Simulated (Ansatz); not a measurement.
Chalcopyrite ZnGeP2 was calculated with LDA (Ansatz, a quantum-chemistry and plane-wave program, plane waves, PAW).

Settings: plane-wave cutoff 500 eV, 10×10×10 k mesh, gaussian smearing 0.02 eV, scalar-relativistic PAW data made under PBE.

Computed at the level's own relaxed cell.

Q: Predict the volume per atom, lattice constant a, c axis length and band gap.

A: 
volume per atom: 19.18 Å³/atom
lattice constant a: 5.374 Å
c axis length: 10.625 Å
band gap: 1.03 eV (on the SCF k mesh)

Measured, for comparison: band gap 2.05 eV (temperature not stated, not corrected to a static lattice, pseudodirect, our sources range from 1.80 to 2.20; as tabulated in Rashkeev et al. (1999), arXiv:cond-mat/9809378); lattice constant a 5.463 Å, lattice parameter c 10.74 Å (temperature not stated, not corrected to a static lattice; as tabulated in Rashkeev et al. (1999), arXiv:cond-mat/9809378). Computed (rounded) less measured: lattice constant a -1.6 %, lattice parameter c -1.1 %. A static lattice is as a rule a little smaller and stiffer than an uncorrected measurement, which can account for part of this.

Spin–orbit coupling is not included.

Static lattice: no zero-point or thermal effects.

Computing time: roughly 8 core-minutes.
